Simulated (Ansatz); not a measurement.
# C₄H₄F₂: small, medium and large basis sets

How large a basis does C₄H₄F₂ need? Two functionals are run in growing sets.

Method: one geometry, several basis sets; program: Ansatz 0.2.0, Gaussian basis.

Plan: PBE0-D4/def2-SVP; ωB97M-V/def2-SVP; PBE0-D4/def2-QZVPP; ωB97M-V/def2-QZVPP; the functionals' def2-TZVPP values are taken from earlier runs.

## (1) The geometry

All runs share one geometry, relaxed beforehand with PBE0-D4 in a triple-zeta def2 set.

SMILES `C=C(F)/C=C/F`, 10 atoms, charge 0, spin multiplicity 1.

Atoms are counted from 1 here; the program's logs count them from 0.

Bond lengths: C1–C2 1.327 Å, C1–H7 1.080 Å, C1–H8 1.081 Å, C2–F3 1.345 Å, C2–C4 1.444 Å, C4–C5 1.326 Å, C4–H9 1.083 Å, C5–F6 1.331 Å, C5–H10 1.083 Å. Angles: C2–C1–H7 119.8°, C2–C1–H8 120.9°, H7–C1–H8 119.3°, C1–C2–F3 119.3°, C1–C2–C4 126.7°, F3–C2–C4 114.0°, C2–C4–C5 122.8°, C2–C4–H9 117.5°, C5–C4–H9 119.8°, C4–C5–F6 121.3°, C4–C5–H10 125.6°, F6–C5–H10 113.1°.

Coordinates:

```
atom    x (Å)    y (Å)    z (Å)
  C1   0.2400  -1.8123   0.4727
  C2  -0.2954  -0.6552   0.1051
  F3  -1.6176  -0.5870  -0.1329
  C4   0.3989   0.5972  -0.0789
  C5  -0.2169   1.7119  -0.4493
  F6   0.4530   2.8507  -0.6101
  H7   1.3010  -1.8761   0.6661
  H8  -0.3712  -2.6971   0.5824
  H9   1.4676   0.6067   0.0979
 H10  -1.2762   1.8100  -0.6504
```

## (2) PBE0-D4 in def2-SVP

in.yaml

```yaml
crystal:
  periodic: [false, false, false]
  atoms:
    - {symbol: C, position_ang: [0.239977, -1.812289, 0.472669]}
    - {symbol: C, position_ang: [-0.295397, -0.655185, 0.105138]}
    - {symbol: F, position_ang: [-1.617639, -0.586964, -0.132918]}
    - {symbol: C, position_ang: [0.398944, 0.597194, -0.078877]}
    - {symbol: C, position_ang: [-0.216938, 1.711863, -0.449292]}
    - {symbol: F, position_ang: [0.452961, 2.850683, -0.610086]}
    - {symbol: H, position_ang: [1.301014, -1.876139, 0.666114]}
    - {symbol: H, position_ang: [-0.371230, -2.697077, 0.582425]}
    - {symbol: H, position_ang: [1.467574, 0.606653, 0.097923]}
    - {symbol: H, position_ang: [-1.276166, 1.809960, -0.650396]}
basis:
  gaussian: {orbitals: def2-SVP}
hamiltonian: {xc: pbe0, dispersion: d4}
output: {orbitals: {seedname: orbitals}}
```

Run with:

```sh
> ansatz run in.yaml --threads 4 --pin off --events-out ev --progress --plain --max-ram 10444MiB
```

The program printed:

```text
Functional definition: PBE0
  name "PBE0"
  cite "Adamo & Barone, J. Chem. Phys. 110, 6158 (1999) doi:10.1063/1.478522"
  cite "Perdew, Burke & Ernzerhof, Phys. Rev. Lett. 77, 3865 (1996) doi:10.1103/PhysRevLett.77.3865"
  parent pbe
  parameter a = 0.25
  parameter kappa = 0.804
  parameter beta = 0.06672455060314922
  exchange = (1 - a)*pbe_x(kappa = kappa, mu = beta*pi^2/3) + a*exact_x
  correlation = pbe_c(beta = beta)
1160 factors; their error is unknown
mean field evaluation 1: about -9623.0251 eV, gradient 4.5e1 eV
mean field evaluation 2: about -9621.1070 eV, gradient 5.0e1 eV
mean field evaluation 4: about -9627.9900 eV, gradient 1.8e0 eV
mean field evaluation 8: about -9627.9990 eV, gradient 4.2e-2 eV
mean field evaluation 16: about -9627.9913 eV, gradient 6.5e-5 eV
mean field -9627.99128957 eV, -353.8221538049 hartree, gradient 6.5e-5 eV, S^2 0.000000; 0 other end points of the search recorded, 0 dependent functions left out
reference -9627.99131075 eV, -353.8221545833 hartree; 23, 23 occupied and 81, 81 virtual orbitals, 1160 factors
Total energy: -9628.13849665 eV, -353.8275635654 hartree
```

Run time: 0.85 s. Hardware: 4 threads of Arm Neoverse V1, shared host.

## (3) ωB97M-V in def2-SVP

in.yaml, as its differences from that of step 2:

```diff
@@ -15,3 +15,3 @@
   gaussian: {orbitals: def2-SVP}
-hamiltonian: {xc: pbe0, dispersion: d4}
+hamiltonian: {xc: {name: wB97M-V}}
 output: {orbitals: {seedname: orbitals}}
```

The command is unchanged.

The program printed, shortened:

```text
Functional definition: wB97M-V
  name "wB97M-V"
  cite "Mardirossian & Head-Gordon, J. Chem. Phys. 144, 214110 (2016) doi:10.1063/1.4952647"
  cite "Becke, J. Chem. Phys. 107, 8554 (1997) doi:10.1063/1.475007"
  cite "Vydrov & Van Voorhis, J. Chem. Phys. 133, 244103 (2010) doi:10.1063/1.3521275"
  # Of w^i u^j: cxij and so on, Table III.
[...]
  gx(w, u) = 1 - cx + cx01*u + cx10*w
  gss(w, u) = css00 + css04*u^4 + css10*w + css20*w^2 + css43*w^4*u^3
  gos(w, u) = cos00 + cos10*w + (cos20 + cos21*u)*w^2 + (cos60 + cos61*u)*w^6
[...]
      + integral(e_c_pw_mod_opposite_spin*gos(b97_w_opposite, b97_u_opposite)) + vv10(b, c)
1160 factors; their error is unknown
244 factors; integrals over basis functions are off by at most 1.2e-5 eV
[...]
mean field -9634.83277297 eV, -354.0735736824 hartree, gradient 7.3e-6 eV, S^2 0.000000; 0 other end points of the search recorded, 0 dependent functions left out
reference -9634.83280522 eV, -354.0735748676 hartree; 23, 23 occupied and 81, 81 virtual orbitals, 1160 factors
Total energy: -9634.83280522 eV, -354.0735748676 hartree
```

Run time: 3.6 s. Hardware: 4 threads of Arm Neoverse V1, shared host; peak memory 0.29 GiB.

## (4) PBE0-D4 in def2-QZVPP

in.yaml, as its differences from that of step 3:

```diff
@@ -14,4 +14,4 @@
 basis:
-  gaussian: {orbitals: def2-SVP}
-hamiltonian: {xc: {name: wB97M-V}}
+  gaussian: {orbitals: "def2-QZVPP.json"}
+hamiltonian: {xc: pbe0, dispersion: d4}
 output: {orbitals: {seedname: orbitals}}
```

Launched as before.

The program printed:

```text
Functional definition: PBE0
  name "PBE0"
  cite "Adamo & Barone, J. Chem. Phys. 110, 6158 (1999) doi:10.1063/1.478522"
  cite "Perdew, Burke & Ernzerhof, Phys. Rev. Lett. 77, 3865 (1996) doi:10.1103/PhysRevLett.77.3865"
  parent pbe
  parameter a = 0.25
  parameter kappa = 0.804
  parameter beta = 0.06672455060314922
  exchange = (1 - a)*pbe_x(kappa = kappa, mu = beta*pi^2/3) + a*exact_x
  correlation = pbe_c(beta = beta)
1306 factors; their error is unknown
mean field evaluation 1: about -9632.2315 eV, gradient 5.9e1 eV
mean field evaluation 2: about -9630.0011 eV, gradient 6.1e1 eV
mean field evaluation 4: about -9639.7280 eV, gradient 3.3e0 eV
mean field evaluation 8: about -9639.7594 eV, gradient 3.8e-1 eV
mean field evaluation 16: about -9639.7595 eV, gradient 1.6e-4 eV
mean field -9639.75949420 eV, -354.2546273481 hartree, gradient 2.3e-5 eV, S^2 0.000000; 0 other end points of the search recorded, 0 dependent functions left out
reference -9639.75952855 eV, -354.2546286104 hartree; 23, 23 occupied and 439, 439 virtual orbitals, 1306 factors
Total energy: -9639.90671445 eV, -354.2600375925 hartree
```

Run time: 6 s. Hardware: 4 threads of Arm Neoverse V1, shared host; peak memory 1.4 GiB.

## (5) ωB97M-V in def2-QZVPP

in.yaml, as its differences from that of step 4:

```diff
@@ -15,3 +15,3 @@
   gaussian: {orbitals: "def2-QZVPP.json"}
-hamiltonian: {xc: pbe0, dispersion: d4}
+hamiltonian: {xc: {name: wB97M-V}}
 output: {orbitals: {seedname: orbitals}}
```

Same command.

The program printed, shortened:

```text
Functional definition: wB97M-V
  name "wB97M-V"
  cite "Mardirossian & Head-Gordon, J. Chem. Phys. 144, 214110 (2016) doi:10.1063/1.4952647"
  cite "Becke, J. Chem. Phys. 107, 8554 (1997) doi:10.1063/1.475007"
  cite "Vydrov & Van Voorhis, J. Chem. Phys. 133, 244103 (2010) doi:10.1063/1.3521275"
  # Of w^i u^j: cxij and so on, Table III.
[...]
  gx(w, u) = 1 - cx + cx01*u + cx10*w
  gss(w, u) = css00 + css04*u^4 + css10*w + css20*w^2 + css43*w^4*u^3
  gos(w, u) = cos00 + cos10*w + (cos20 + cos21*u)*w^2 + (cos60 + cos61*u)*w^6
[...]
      + integral(e_c_pw_mod_opposite_spin*gos(b97_w_opposite, b97_u_opposite)) + vv10(b, c)
1306 factors; their error is unknown
314 factors; integrals over basis functions are off by at most 1.1e-5 eV
[...]
mean field -9646.93211374 eV, -354.5182162543 hartree, gradient 1.1e-5 eV, S^2 0.000000; 0 other end points of the search recorded, 0 dependent functions left out
reference -9646.93216764 eV, -354.5182182353 hartree; 23, 23 occupied and 439, 439 virtual orbitals, 1306 factors
Total energy: -9646.93216764 eV, -354.5182182353 hartree
```

Run time: 15 s. Hardware: 4 threads of Arm Neoverse V1, shared host; peak memory 1.7 GiB.

## (6) Functionals by basis

The def2-TZVPP values come from earlier runs at the same geometry.

```
functional       basis  functions  energy (eV)  from the largest (eV)  HOMO (eV)  LUMO (eV)
   PBE0-D4    def2-SVP        104   -9628.1385                 11.768      -6.87      -0.87
   PBE0-D4  def2-TZVPP        242   -9639.4038                  0.503      -6.96      -1.01
   PBE0-D4  def2-QZVPP        462   -9639.9067                  0.000      -6.99      -1.07
   ωB97M-V    def2-SVP        104   -9634.8328                 12.099      -8.96       1.29
   ωB97M-V  def2-TZVPP        242   -9646.4560                  0.476      -9.07       1.08
   ωB97M-V  def2-QZVPP        462   -9646.9322                  0.000      -9.10       0.99
```

## (7) Outcome

| quantity | value |
| --- | --- |
| PBE0-D4: double and triple zeta above quadruple | 11.77, 0.50 eV |
| ωB97M-V: double and triple zeta above quadruple | 12.10, 0.48 eV |

PBE0-D4 gains 11.27 eV from double to triple zeta, then 0.50 eV more. Total energies overstate the basis error of differences, where much of it tends to cancel.

For PBE0-D4 the largest set took about 7 times as long as the smallest (6 s against 0.85 s).
